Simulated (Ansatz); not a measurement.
The input, for Ansatz 0.2.0:

```yaml
crystal:
  periodic: [false, false, false]
  atoms:
    - {symbol: Si, position_ang: [0.000000, 0.000000, 0.000000]}
    - {symbol: Cl, position_ang: [0.000000, 0.000000, 2.067100]}
basis:
  gaussian: {orbitals: cc-pVDZ}
total_charge: 1
magnetization: {spin_polarized: true, initial_magnetization: 0}
correlation: {method: ccsdt_q, electrons: outside_noble_gas}
scf: {lower_state_search: off}
scf: {max_iter: 3}
```

```sh
$ ansatz run in.yaml --threads 1 --pin off --events-out ev --progress --plain --max-ram 2393MiB
```

(1) How does this run end?

Results:

(1) Refused. The settings were drawn as a stress test.
```
Error: YAML parse error: error: line 12 column 1: duplicate mapping key: scf, set DuplicateKeyPolicy in Options if acceptable
  --> <input>:12:1
   |
10 | correlation: {method: ccsdt_q, electrons: outside_noble_gas}
11 | scf: {lower_state_search: off}
12 | scf: {max_iter: 3}
   | ^ duplicate mapping key: scf, set DuplicateKeyPolicy in Options if acceptable
```
